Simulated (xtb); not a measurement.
FH, SMILES F. All values are semi-empirical tight-binding results from xtb (GFN2-xTB unless named), good for trends rather than for accurate numbers. The structure is a stationary point at GFN2-xTB.

The point group as xtb finds it is C∞v and the orbital gap comes out as 16.52 eV. The dipole moment is 2.53 D. The static polarisability (D4 model) is 5.5 bohr³, the solvation energy, GFN2-xTB/ALPB(water) is -12.4 kcal/mol and the solvation energy, GFN2-xTB/ALPB(toluene) comes out as -1.0 kcal/mol.

Question: Give the IR lines (harmonic; lines under 4 % of the strongest left out, lines within 3 cm⁻¹ merged). (The exact figures need the calculation; the answer reports its results.)

Answer: ν (cm⁻¹): 3763 (vs) (against the strongest line: vs over 80 %, s over 45 %, m over 15 %, w over 4 %, vw less)
